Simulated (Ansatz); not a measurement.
A calculation with Ansatz (development build ahead of 0.2.0).

```yaml
crystal:
  periodic: [false, false, false]
  atoms:
    - { symbol: C, position_ang: [0.0, 0.0, -0.69619] }
    - { symbol: O, position_ang: [0.0, 0.0, 0.52214] }
basis:
  gaussian: { orbitals: cc-pVDZ }
hamiltonian:
  xc: hf
```

The input is written out in the form of the current development build from the run's settings.

Output:

| Property | Result |
| --- | --- |
| Converged | yes |
| Total energy | -112.72478 hartree |
| Spin squared of the determinant | 0.000 |
